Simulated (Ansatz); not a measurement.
For bcc Ba, LDA (Ansatz, an electronic-structure program, PAW) gives:

```
Property                   Result
-------------------  ------------
lattice parameter a       4.757 Å
cohesive energy      2.24 eV/atom
```

Problem. What does B3LYP (VWN-RPA form) (PAW; Ansatz) give for the same quantities?

Solution. 
- lattice constant a: 5.159 Å (rises by 8.5 %)
- cohesive energy: 1.13 eV/atom (drops by 1.11 eV/atom)

For comparison: lattice constant a 4.995 Å (measured, low-temperature or extrapolated to 0 K; zero-point anharmonic expansion removed, our sources range from 4.995 to 5.004; as tabulated in Csonka et al. (2009), arXiv:0903.4037); cohesive energy 1.91 eV/atom (measured, static lattice: zero-point vibration energy added; as tabulated in Mejia-Rodriguez and Trickey (2018), arXiv:1807.09216).

Changes are worked out from the printed values.

Unless a cell is named, each level is at its own relaxed cell (LDA 53.82, B3LYP (VWN-RPA form) 68.64 Å³/atom).

Ansatz's density-functional and Hartree–Fock values are scalar-relativistic unless marked +SOC, with PAW data made under PBE.
